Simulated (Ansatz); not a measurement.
# HO+ (singlet): wB97X-V, wB97M-V, B2PLYP, RKS PBE0 over a scan of the distance O1–H2, aug-cc-pVTZ

Aim: run HO+ (singlet) with these functionals over a scan of the distance O1–H2, and hold them against the top wave-function level at the same points.

Computed with Ansatz 0.2.0, Gaussian basis. Level: aug-cc-pVTZ, all electrons in the functionals, frozen cores in the correlation of double hybrids and RPA.

Plan: wB97X-V, wB97M-V, B2PLYP, RKS PBE0, at 0.916 Å; 1.037 Å; 1.133 Å; 1.427 Å; 1.926 Å; 2.867 Å.

2 further runs of the same task are left out: 2 for a known fault of the program.

## (1) What is computed

The geometry derives from a PBE0/def2-TZVP stationary point (not a proven minimum). One bond is set to the value named and the two fragments are kept rigid.

2 atoms, charge 1, spin multiplicity 1.

Atoms are counted from 1 here; the program's logs count them from 0.

Bond lengths: O1–H2 1.037 Å.

No dispersion term is added; wB97X-V, wB97M-V hold VV10 nonlocal correlation.

The geometry shown and the zero of energy belong to the point 1.037 Å. The yardstick, FCI, and other wave-function levels (R restricted, U unrestricted, valence and pair active spaces) come from earlier runs.

## (2) wB97X-V, 0.916 Å

File in.yaml:

```yaml
crystal:
  periodic: [false, false, false]
  atoms:
    - {symbol: O, position_ang: [0.000000, 0.000000, 0.000000]}
    - {symbol: H, position_ang: [0.000000, 0.000000, 0.916000]}
basis:
  gaussian: {orbitals: aug-cc-pVTZ}
total_charge: 1
magnetization: {spin_polarized: true, initial_magnetization: 0}
hamiltonian: {xc: {name: wB97X-V}}
```

On the command line:

```console
> ansatz run in.yaml --threads 1 --pin off --events-out ev --progress --plain --max-ram 2764MiB --backend cpu
```

Further steps of the session: wB97X-V, 1.037 Å; wB97X-V, 1.133 Å; wB97X-V, 1.427 Å; wB97X-V, 1.926 Å; wB97X-V, 2.867 Å; wB97M-V, 0.916 Å; wB97M-V, 1.037 Å; wB97M-V, 1.133 Å; wB97M-V, 1.427 Å; wB97M-V, 1.926 Å; wB97M-V, 2.867 Å; B2PLYP, 0.916 Å; B2PLYP, 1.037 Å; B2PLYP, 1.133 Å; B2PLYP, 1.427 Å; B2PLYP, 1.926 Å; B2PLYP, 2.867 Å; RKS PBE0, 0.916 Å; RKS PBE0, 1.037 Å; RKS PBE0, 1.133 Å; RKS PBE0, 1.427 Å; RKS PBE0, 1.926 Å; RKS PBE0, 2.867 Å.

Before running them: what should the planned runs give, taken together? Wanted: span of the FCI curve; largest miss, RKS PBE0.

The runs gave:

```
              quantity                   value
 span of the FCI curve            442.3 kJ/mol
largest miss, RKS PBE0  -39.6 kJ/mol (2.867 Å)
```

What this shows: RKS PBE0 strays by up to 39.6 kJ/mol, at 2.867 Å. Functionals and the yardstick converge differently with the basis, so part of each miss in aug-cc-pVTZ is the basis.
